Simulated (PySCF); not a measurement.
## A series of derivatives of pyridazine

Parent skeleton `[cH:1]1[cH:2][cH:3][n:4][n:5][cH:6]1`; one hydrogen on atom 1 is replaced by X. Hydrogens on one atom are averaged.

PySCF 2.14 calculation with σ from GIAO-PBE0/pcSseg-1 and GFN2-xTB geometry; non-relativistic Hamiltonian, gas phase, fast rotation and ring inversion assumed for equivalent nuclei, single conformer.

Chemical shifts δ = σref − σ; TMS for 13C and 1H; 15N against NH3, all at this level.

Parent (X = H): C1 129.9, C2 129.9, C3 155.9, N4 472.8, N5 472.8, C6 155.9, H(C2) 7.44, H(C3) 9.63, H(C6) 9.63 ppm. Effects are Δδ = δ(X) − δ(H), positive for deshielding.

(1) Give Δδ (ppm) for X = OCH3, OiPr, NHSiH3.

(2) Which position responds most, and to which substituents?

Answers

(1) 
```tsv
X	SMILES	C1	C2	C3	N4	N5	C6	H(C2)	H(C3)	H(C6)
OCH3	COc1ccnnc1	+34.0	-21.3	-1.3	-39.6	-8.0	-7.3	-0.87	-0.34	-0.30
OiPr	CC(C)Oc1ccnnc1	+31.7	-10.6	-1.0	-33.3	-1.9	-15.2	-0.44	-0.31	-0.41
NHSiH3	[SiH3]Nc1ccnnc1	+18.6	-14.4	-1.9	-47.1	-7.3	-14.2	-0.94	-0.53	-0.54
```

(2) C1: from +18.6 ppm with NHSiH3 to +34.0 ppm with OCH3.

Experimental scales use liquid or dissolved standards, which lie at an offset from isolated NH3 (liquid NH3: subtract about 20 ppm). Unscaled 15N shifts of sp2 nitrogen come out 20 to 40 ppm too high even then.
